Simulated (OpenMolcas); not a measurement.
## Worked example: vertical ionisation energy of HNO (nitroxyl)

The species is HNO (3 atoms), meant as a singlet with charge 0. SMILES: `N=O`. The shape is that of a PBE0-D4/def2-TZVP optimisation.

```tsv
atom	x (Å)	y (Å)	z (Å)
N	-0.2837	0.3128	-0.1172
O	0.7553	0.3972	0.4565
H	-0.4716	-0.7100	-0.3393
```

Both states at this one shape; open shells run unrestricted unless said. 1 Eh = 27.2114 eV.

```
                            level     program  singlet HNO (Eh)  doublet HNO+ (Eh)  HOMO of the first (eV)
HF/STO-3G, open shells restricted  OpenMolcas       -128.058391        -127.763144                   -8.83
                     SVWN5/STO-3G  OpenMolcas       -127.689066        -127.387489                   -1.64
                     B3LYP/STO-3G  OpenMolcas       -128.681756        -128.364778                   -3.56
```

**Question.** Work out the vertical ionisation energy at each level.

**Answer.** 
1. HF/STO-3G, open shells restricted: -127.763144 − (-128.058391) = 0.295247 Eh = 8.03 eV; −ε(HOMO) = 8.83 eV.
2. SVWN5/STO-3G: -127.387489 − (-127.689066) = 0.301577 Eh = 8.21 eV; −ε(HOMO) = 1.64 eV.
3. B3LYP/STO-3G: -128.364778 − (-128.681756) = 0.316978 Eh = 8.63 eV; −ε(HOMO) = 3.56 eV.

No measured value is set beside it here; the levels span 8.03 to 8.63 eV. In Hartree–Fock, −ε(HOMO) (Koopmans) exceeds the difference of totals by the orbital relaxation of the ion. In semi-local functionals −ε(HOMO) lies far under the ionisation energy, a result of self-interaction, while the difference of totals does much better. Hartree–Fock favours the state with fewer electron pairs, since it lacks pair correlation. Minimal sets are far from the basis-set limit.
